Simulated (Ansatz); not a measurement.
# BS+ (singlet): the correlation ladder, 6-31G

How much of the correlation energy of BS+ (singlet) does each wave-function method recover here?

Program: Ansatz 0.2.0, Gaussian basis. Level of theory: 6-31G, core rule «outside noble gas», up to 6 orbitals frozen. These are calculated values, not measurements.

The runs, in order: UHF; CCSD(T) on RHF; CCSD(T) on UHF; BCCD(T) on RHF; CISD; CCSDT(Q) on RHF; CCSDT(Q) on UHF; CISDTQ; CCSDTQ on RHF; CCSDTQ on UHF; CASSCF and MRCISD+Q, 8 electrons in 8 orbitals; CASSCF and MRCISD+Q(relaxed), 8 electrons in 8 orbitals; CASSCF and NEVPT2, 8 electrons in 8 orbitals; Full CI.

8 further runs of the same task are left out: 4 that didn't finish, 4 set aside as unsound or not needed.

### Step 1. The geometry

The geometry is a PBE0/def2-TZVP stationary point (not a proven minimum) of the parent state, kept for this charge and spin.

2 atoms, charge 1, spin multiplicity 1.

Atoms are counted from 1 here; the program's logs count them from 0.

Bond lengths: B1–S2 1.703 Å.

### Step 2. UHF

Input file in.yaml:

```yaml
crystal:
  periodic: [false, false, false]
  atoms:
    - {symbol: B, position_ang: [0.000000, 0.000000, 0.000000]}
    - {symbol: S, position_ang: [0.000000, 0.000000, 1.703300]}
basis:
  gaussian: {orbitals: 6-31G}
total_charge: 1
magnetization: {spin_polarized: true, initial_magnetization: 0}
hamiltonian: {xc: hf}
output: {orbitals: {seedname: orbitals}}
```

Started as:

```sh
$ ansatz run in.yaml --threads 1 --pin off --events-out ev --progress --plain --max-ram 2393MiB
```

The runs that follow: CCSD(T) on RHF; CCSD(T) on UHF; BCCD(T) on RHF; CISD; CCSDT(Q) on RHF; CCSDT(Q) on UHF; CISDTQ; CCSDTQ on RHF; CCSDTQ on UHF; CASSCF and MRCISD+Q, 8 electrons in 8 orbitals; CASSCF and MRCISD+Q(relaxed), 8 electrons in 8 orbitals; CASSCF and NEVPT2, 8 electrons in 8 orbitals; Full CI.

**Question.** What will the summary of the whole plan be? Wanted: FCI below the RHF energy; RMP2 from FCI; RCCSD from FCI; RCCSD(T) from FCI; RCCSDT(Q) from FCI; NEVPT2 valence from FCI; MRCISD+Q valence from FCI; MRCISD+Q(relaxed) valence from FCI; T1 diagnostic.

As calculated:

| quantity | value |
| --- | --- |
| FCI below the RHF energy | -4.3227 eV |
| RMP2 from FCI | +512.0 meV |
| RCCSD from FCI | +370.5 meV |
| RCCSD(T) from FCI | +53.6 meV |
| RCCSDT(Q) from FCI | -6.1 meV |
| NEVPT2 valence from FCI | +168.3 meV |
| MRCISD+Q valence from FCI | +3.0 meV |
| MRCISD+Q(relaxed) valence from FCI | -0.6 meV |
| levels within 1 kcal/mol (43 meV) | BCCD(T), RCCSDT, RCCSDT(Q), RCCSDTQ, MRCISD valence, MRCISD+Q valence, MRCISD+Q(relaxed) valence |
| T1 diagnostic | 0.049 |
| effectively unpaired electrons | 0.26 |

RCCSD(T) lands +53.6 meV from the yardstick (1.2 % of the correlation energy). RCCSDT, RCCSDT(Q), RCCSDTQ fall below full CI, which methods that aren't variational can do. The occupations show some static correlation. Of the multireference levels listed MRCISD+Q(relaxed) valence comes nearest in total energy (-0.6 meV), which doesn't show that its space is the better one. These misses are within one basis, not against nature.
